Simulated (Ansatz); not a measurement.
A nudged elastic band was laid between two geometries of ClH + H5NSi (9 atoms, charge 0, multiplicity 1).

The calculation used RKS B3LYP/def2-SVP (Ansatz 0.2.0).

```yaml
movable_images: 7
climbing_image: yes
spring: 0.1 eV/Å²
optimiser: quadratic models (default)
start_path: through a guess of the saddle point
force_threshold: 0.03 eV/Å
iteration_limit: 60
end_points: relaxed
```

Initial state:

```xyz
9
Properties=species:S:1:pos:R:3
Si -0.152 0.285 0.076
N 0.090 -0.110 1.783
H -0.750 -0.313 2.326
H 0.673 0.533 2.320
H 1.196 0.424 -0.533
H -0.916 1.551 -0.150
H -0.908 -0.844 -0.528
Cl 1.704 -2.818 1.709
H 1.021 -1.679 1.810
```

Final state:

```xyz
9
Properties=species:S:1:pos:R:3
Si 0.453 -0.178 -0.496
N -0.232 -0.335 2.528
H -1.143 -0.564 2.930
H 0.163 0.400 3.118
H 0.752 -0.082 -1.956
H 0.577 1.176 0.093
H -0.896 -0.771 -0.337
Cl 1.921 -1.461 0.271
H 0.361 -1.155 2.663
```

(1) Which bonds break or form, and what moves?

(2) Give the energies along the band, and the barrier.

(3) What is the geometry of the highest image?

Results:

(1) Bonds broken: Si1–N2, Cl8–H9. Bonds formed: Si1–Cl8, N2–H9. ClH + H5NSi becomes ClH3Si + H3N.

(2) The run converged. The highest image is number 4 of 0 to 8, 42.9 kJ/mol above the first end and 71.8 kJ/mol above the last; the last end lies 28.9 kJ/mol below the first. Another band between the same ends (7 images) ends at a top of the same energy, where a vibrational analysis finds 1 clearly imaginary mode. The orbitals stay closed-shell, which can raise the energy where a bond breaks towards radicals; this wasn't checked here.

```json
{"image": "0", "path coordinate (Å)": "0.00", "energy (kJ/mol)": "0.0", "Si1–N2 (Å)": "1.77", "Cl8–H9 (Å)": "1.33", "Si1–Cl8 (Å)": "3.97"}
{"image": "1", "path coordinate (Å)": "0.43", "energy (kJ/mol)": "1.3", "Si1–N2 (Å)": "1.77", "Cl8–H9 (Å)": "1.34", "Si1–Cl8 (Å)": "3.66"}
{"image": "2", "path coordinate (Å)": "0.86", "energy (kJ/mol)": "12.9", "Si1–N2 (Å)": "1.79", "Cl8–H9 (Å)": "1.40", "Si1–Cl8 (Å)": "3.27"}
{"image": "3", "path coordinate (Å)": "1.29", "energy (kJ/mol)": "36.8", "Si1–N2 (Å)": "1.86", "Cl8–H9 (Å)": "1.68", "Si1–Cl8 (Å)": "3.01"}
{"image": "4", "path coordinate (Å)": "1.72", "energy (kJ/mol)": "42.9", "Si1–N2 (Å)": "1.92", "Cl8–H9 (Å)": "1.95", "Si1–Cl8 (Å)": "2.69"}
{"image": "5", "path coordinate (Å)": "2.59", "energy (kJ/mol)": "35.8", "Si1–N2 (Å)": "2.07", "Cl8–H9 (Å)": "2.34", "Si1–Cl8 (Å)": "2.31"}
{"image": "6", "path coordinate (Å)": "3.45", "energy (kJ/mol)": "5.5", "Si1–N2 (Å)": "2.34", "Cl8–H9 (Å)": "2.60", "Si1–Cl8 (Å)": "2.16"}
{"image": "7", "path coordinate (Å)": "4.31", "energy (kJ/mol)": "-26.1", "Si1–N2 (Å)": "2.77", "Cl8–H9 (Å)": "2.95", "Si1–Cl8 (Å)": "2.10"}
{"image": "8", "path coordinate (Å)": "5.16", "energy (kJ/mol)": "-28.9", "Si1–N2 (Å)": "3.11", "Cl8–H9 (Å)": "2.87", "Si1–Cl8 (Å)": "2.10"}
```

(3) 
```xyz
9
Properties=species:S:1:pos:R:3:forces:R:3
Si 0.075 -0.085 0.085 0.01 -0.01 -0.02
N 0.126 -0.201 1.997 0.02 0.01 0.01
H -0.799 -0.224 2.436 0.00 -0.01 0.00
H 0.669 0.554 2.428 -0.01 0.00 0.00
H 1.372 0.296 -0.508 0.00 0.00 0.00
H -0.715 1.207 0.088 0.00 0.00 0.00
H -0.849 -1.062 -0.526 0.00 0.00 0.00
Cl 1.433 -2.318 0.737 0.00 0.00 0.00
H 0.646 -1.136 2.076 -0.01 0.00 0.00
```

The run took 4.1 min on 1 thread of Arm Neoverse V2 (shared host), peak memory 0.15 GiB.
